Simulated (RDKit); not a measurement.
RDKit input (MMFF94):

```python
from rdkit import Chem
from rdkit.Chem import AllChem, rdDetermineBonds

mol = Chem.MolFromXYZFile('mol.xyz')
rdDetermineBonds.DetermineBonds(mol, charge=-1)
print('SMILES', Chem.MolToSmiles(Chem.RemoveHs(mol)))
ff = AllChem.MMFFGetMoleculeForceField(mol, AllChem.MMFFGetMoleculeProperties(mol))
e0 = ff.CalcEnergy()
flag = ff.Minimize(maxIts=5000, forceTol=1e-5)
print(f'energy {e0:.4f} -> {ff.CalcEnergy():.4f} kcal/mol, converged: {flag == 0}')
print(Chem.MolToXYZBlock(mol))
```
mol.xyz:
```
9

C      1.17148061    -0.30103000    -0.02185938
C      0.00707414     0.65997832    -0.12802736
N     -1.27918118    -0.05648449     0.03431982
H      2.13081144     0.22925184     0.07838298
H      1.10795195    -1.02382691     0.85462919
H      1.26619138    -0.95524367    -0.90428970
H      0.08038441     1.35802371     0.72559417
H     -1.20429109    -0.82735961     0.73657031
H     -1.49810838    -0.53914382    -0.83180536
```

### Question
Which steric energies does it print, before and after the minimisation?

### Answer
35.01 and 19.44 kcal/mol. They count from the force field's own zero for this bonding and are no heats of formation.
